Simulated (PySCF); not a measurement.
CH3NO, SMILES O=CN.

Coordinates come from a B3LYP-D3(BJ)/def2-TZVP optimisation. The values are those of a single conformer.

Level of theory: PBE/def2-TZVPD in PySCF.

Symmetry labels are those of the subgroup Cs that the program uses (full group Cs).

Question: List the valence orbital energies around the gap with their symmetry. (Estimate from the structure and the level; the computed values follow.)

Answer: 
```tsv
orbital	symmetry	energy (eV)
HOMO−7	A'	-22.91
HOMO−6	A'	-15.68
HOMO−5	A'	-13.99
HOMO−4	A'	-11.91
HOMO−3	A"	-10.11
HOMO−2	A'	-10.08
HOMO−1	A"	-6.82
HOMO	A'	-6.04
LUMO	A"	-0.78
LUMO+1	A'	-0.50
LUMO+2	A'	0.33
LUMO+3	A'	1.10
```
